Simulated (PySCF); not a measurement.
Two structures of SiH₅ClO, closed shell, reached by relaxing down either side of one saddle point (PBE0-D4/def2-TZVP). Energies are electronic, without zero-point energy. Computed with PySCF 2.14 with density fitting (its default auxiliary sets; JK sets also for MP2 and CCSD(T)) (basis: def2-TZVPP and def2-QZVPP); correlated methods freeze the cores. Extrapolation: Hartree–Fock as exp(−7.88 √X), correlation as X^−2.97. First:

```
atom    x (Å)    y (Å)    z (Å)
 Si1  -0.2559  -0.1041  -1.2162
 Cl2   1.7359   0.2653  -0.7921
  H3  -0.6247  -1.4281  -0.6778
  H4  -0.3680  -0.0987  -2.6948
  H5  -1.0756   0.9863  -0.6477
  H6   0.8723  -0.1516   1.7122
  O7  -0.0587  -0.1736   1.9522
  H8  -0.2355   0.6872   2.3387
```

Second:

| atom | x (Å) | y (Å) | z (Å) |
| --- | --- | --- | --- |
| Si1 | -1.0724 | -0.0739 | -0.3779 |
| Cl2 | 3.0979 | -0.7098 | 0.3819 |
| H3 | -0.6906 | -1.4394 | -0.7941 |
| H4 | -1.2656 | 0.8035 | -1.5609 |
| H5 | -2.3280 | -0.0946 | 0.4153 |
| H6 | 1.8937 | -0.2326 | 0.4846 |
| O7 | 0.1949 | 0.4656 | 0.5540 |
| H8 | 0.1453 | 1.3518 | 0.9167 |

**Question.** Which bonds change from the first to the second?

**Answer.** SiH₃Cl ([SiH3][Cl]) + H₂O → SiH₄O ([OH][SiH3]) + HCl; bonds formed: Si1–O7, Cl2–H6; bonds broken: Si1–Cl2, H6–O7.

**Question.** Give the saddle point's structure and its height above each. (Judge from chemistry; the value comes from the calculation.)

**Answer.** The calculation gives: 95.6 kJ/mol above the first and 92.8 kJ/mol above the second (CCSD(T) at an estimated basis limit (MP2 extrapolated from triple and quadruple zeta, plus CCSD(T) − MP2 in triple zeta)).
Si1  (-0.426, -0.249, -0.556)
Cl2  (1.996, -0.548, -0.479)
H3  (-0.556, -1.708, -0.720)
H4  (-0.177, 0.619, -1.724)
H5  (-1.816, 0.176, -0.150)
H6  (1.121, 0.283, 1.011)
O7  (0.117, 0.306, 1.131)
H8  (-0.258, 1.122, 1.487)
(Å)

T1 diagnostic: at most 0.011.

The step is the kind of ligand exchange by which a precursor binds to a hydroxyl group, or is hydrolysed, in atomic layer deposition of oxides.

Labels in which every atom is bracketed show which atoms are joined, not bond orders.

For scale, one of the runs: CCSD(T)/def2-TZVPP, 185 basis functions, launched by `OMP_NUM_THREADS=4 python run.py`. Hardware: 4 CPU threads of an Arm Neoverse V2, shared host. Wall time 3.4 min; peak host memory 1.9 GiB.
